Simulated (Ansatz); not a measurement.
Compare A (`C/C(F)=C/N`) with its isomer B (`C/C=N/CF`).

Gas-phase electronic energies from Ansatz, PBE0-D4/def2-TZVP geometries. CBS: MP2 limit from def2 TZ/QZ plus the TZ coupled-cluster correction, frozen cores. Double bonds are as drawn, so ΔE can hold a change between cis and trans. DFT in def2-TZVPP. B3LYP here is the variant with VWN-RPA as its local correlation; programs differ in this. Each species was taken in one conformer, which may not be the lowest.

Which isomer does CCSD(T)/CBS put lower? Give the gap. (Estimate.)

The calculation gave: A, by 16.8 kJ/mol.

Give E(B) − E(A) in kJ/mol with B2PLYP, PBE-D4, MP2/def2-TZVPP, r2SCAN-D4, B3LYP-D4, CCSD(T)/def2-TZVPP, HF/def2-TZVPP. (Estimate.)

Computed: B2PLYP 14.3, PBE-D4 23.3, MP2/def2-TZVPP 13.8, r2SCAN-D4 23.2, B3LYP-D4 18.1, CCSD(T)/def2-TZVPP 10.8, HF/def2-TZVPP 1.0. None reverses the order clearly.

Largest T1 diagnostic: 0.012.

In def2-TZVPP, CCSD(T) changes the Hartree–Fock value by +9.8 kJ/mol (the triples alone add +0.5 kJ/mol) and MP2 by +12.8 kJ/mol.
